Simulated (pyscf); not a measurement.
HO–GaH–F (SMILES [OH][GaH][F]) → F–Ga (SMILES [F][Ga]) [singlet] + H₂O (SMILES O), a 1,1-elimination (singlet surface; Ga–O, Ga–H broken, H–O formed). Single points on ωB97X-D3(BJ)/def2-SVP structures (PySCF, gas phase). MP2 and CC: frozen core, UHF for open shells. ΔMP2 is the change of the MP2 total energy from the triple- to the quadruple-zeta basis. Energies in kcal/mol from the reactant's lowest minimum found.

Small-basis levels: PySCF, no dispersion term, spherical d functions. AM1 to PM7: differences of heats of formation from MOPAC. GFN2-xTB: tblite. 

```json
[
 {"level": "HF/STO-3G", "barrier": "95.4", "reaction energy": "+59.5"},
 {"level": "B3LYP/STO-3G", "barrier": "60.3", "reaction energy": "+81.2"},
 {"level": "B3LYP/LANL2DZ", "barrier": "54.8", "reaction energy": "+22.7"},
 {"level": "B3LYP/6-31G*+LANL2DZ", "barrier": "60.3", "reaction energy": "+23.0"},
 {"level": "M06-2X/6-31G*+LANL2DZ", "barrier": "65.4", "reaction energy": "+24.5"},
 {"level": "GFN2-xTB", "barrier": "28.3", "reaction energy": "-0.3"},
 {"level": "PM3", "barrier": "11.8", "reaction energy": "-20.5"},
 {"level": "CCSD(T)/def2-TZVPP + ΔMP2(QZVPP)", "barrier": "58.4", "reaction energy": "+11.2"}
]
```

Against the last row the barrier runs from -46.6 (PM3) to +37.0 kcal/mol (HF/STO-3G). At B3LYP/STO-3G this geometry lies under one side, so the entry may be no barrier of that level: it is a single point on another level's saddle. CCSD(T)/def2-TZVPP + ΔMP2(QZVPP) has limits of its own. On the product side the descent ends in a bound adduct (not fully relaxed), 10.2 kcal/mol under the separated species and 55.8 kcal/mol under the saddle at ωB97X-D3(BJ)/def2-TZVP. One saddle was located; it need not be the lowest between these sides. The CCSD(T) − MP2 part came from Ansatz, without density fitting, on the same reference. The frozen core leaves the outer d or s,p core shells of the metals and heavy elements correlated in the MP2 and CC values, and def2-TZVPP describes them poorly, which can shift differences by a few kcal/mol. In the def2 sets elements up to Kr have no core potential.
